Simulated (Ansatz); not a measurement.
**Active spaces for N2O, singlet**

Program: Ansatz, Gaussian basis, development build. Basis cc-pVTZ, nonrelativistic, no frozen core. State-specific CASSCF; RHF is the lowest restricted (open-shell) Hartree–Fock solution met. No symmetry is imposed, so a solution can break that of the shape. The lowest solution met needn't be the lowest there is, nor hold the orbitals that a chemist would pick.

Geometry:

```xyz
3

N     0.0000    0.0000    0.0000
N     0.0000    0.0000   -1.1280
O     0.0000    0.0000    1.1840
```

Problem. What do CASSCF and its corrections give against RHF in CAS(8,6), and what are the occupations?

Solution. CASSCF -2.991 eV, SC-NEVPT2 -18.046 eV; occupations 1.98, 1.98, 1.93, 1.93, 0.09, 0.09.

Problem. Roughly how much CPU time does a whole run from the default start take (median of such runs, summed over threads; nearly all runs on one pinned thread of a shared server, mostly Xeon at 2.3 to 2.6 GHz, by a development driver)?

Solution. CAS(8,6): about 2.2 s. Other jobs ran beside these, and the count of passes differs.
